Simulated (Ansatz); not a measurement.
# Silicon tetrachloride (SiCl4): basis-set convergence

How large a basis does silicon tetrachloride (SiCl4) need? Two functionals are run in growing sets.

Method: one geometry, several basis sets; program: Ansatz 0.2.0, Gaussian basis.

The runs, in order: PBE0-D4/def2-SVP; ωB97M-V/def2-SVP; PBE0-D4/def2-QZVPP; ωB97M-V/def2-QZVPP; the functionals' def2-TZVPP values are taken from earlier runs.

## Step 1: The geometry

An earlier PBE0-D4 in a triple-zeta def2 set relaxation fixed the geometry.

5 atoms, charge 0, spin multiplicity 1.

Atoms are counted from 1 here; the program's logs count them from 0.

Bond lengths: Cl1–Si2 2.021 Å, Si2–Cl3 2.021 Å, Si2–Cl4 2.021 Å, Si2–Cl5 2.021 Å. Angles: Cl1–Si2–Cl3 109.5°, Cl1–Si2–Cl4 109.5°, Cl1–Si2–Cl5 109.5°, Cl3–Si2–Cl4 109.5°, Cl3–Si2–Cl5 109.5°, Cl4–Si2–Cl5 109.5°.

As a file:

```mol
Cl4Si
  3D, bonds by distance, orders not assigned

  5  4  0  0  0  0  0  0  0  0999 V2000
   -0.9626   -0.0876    1.7623 Cl  0  0
    0.0100   -0.0147   -0.0083 Si  0  0
    1.6554   -1.1859    0.0781 Cl  0  0
   -1.2121   -0.6769   -1.4761 Cl  0  0
    0.5593    1.8914   -0.3975 Cl  0  0
  1  2  8  0
  2  3  8  0
  2  4  8  0
  2  5  8  0
M  END
```

## Step 2: PBE0-D4 in def2-SVP

Input file in.yaml:

```yaml
crystal:
  periodic: [false, false, false]
  atoms:
    - {symbol: Cl, position_ang: [-0.962609, -0.087550, 1.762345]}
    - {symbol: Si, position_ang: [0.009988, -0.014739, -0.008282]}
    - {symbol: Cl, position_ang: [1.655366, -1.185914, 0.078071]}
    - {symbol: Cl, position_ang: [-1.212126, -0.676853, -1.476072]}
    - {symbol: Cl, position_ang: [0.559280, 1.891354, -0.397461]}
basis:
  gaussian: {orbitals: def2-SVP}
hamiltonian: {xc: pbe0, dispersion: d4}
output: {orbitals: {seedname: orbitals}}
```

The runs that follow: ωB97M-V in def2-SVP; PBE0-D4 in def2-QZVPP; ωB97M-V in def2-QZVPP.

Before running them: what should the planned runs give, taken together? Wanted: PBE0-D4: double and triple zeta above quadruple; ωB97M-V: double and triple zeta above quadruple.

The runs gave:

| quantity | value |
| --- | --- |
| PBE0-D4: double and triple zeta above quadruple | 22.00, 1.73 eV |
| ωB97M-V: double and triple zeta above quadruple | 21.67, 1.63 eV |

What this shows: PBE0-D4 gains 20.28 eV from double to triple zeta, then 1.73 eV more. These are total energies; as a rule much of such shifts cancels in differences, which this series doesn't test. The LUMO of ωB97M-V is positive and keeps falling with the basis (2.03 to 1.21 eV): an unbound level that the basis holds in place.
